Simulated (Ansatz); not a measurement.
C$_{3}$H$_{3}$ClO, SMILES `C=C=C(O)Cl` at its PBE0-D4/def2-TZVP geometry, where that method's forces vanish. Total charge 0; spin multiplicity 1.

```xyz
8

C     1.0077    1.3204   -0.4719
C     0.2155    0.3516   -0.1247
C    -0.5977   -0.5892    0.2560
O    -0.2256   -1.6914    0.9398
Cl   -2.3067   -0.4577   -0.0477
H     1.4595    1.3600   -1.4598
H     1.2521    2.1275    0.2144
H    -0.8048   -2.4212    0.6939
```

(1) What forces (eV/Å) does r2SCAN-D4/def2-TZVPP give on these atoms in Ansatz 0.2.0? (Estimate.)

## Answers

(1) Computed: 
```
C1   0.060  0.077 -0.021
C2   0.038  0.041 -0.020
C3   0.094  0.080 -0.063
O4   0.109 -0.203  0.168
Cl5 -0.287  0.007 -0.046
H6   0.006  0.018 -0.004
H7   0.021  0.011 -0.006
H8  -0.040 -0.032 -0.008
```
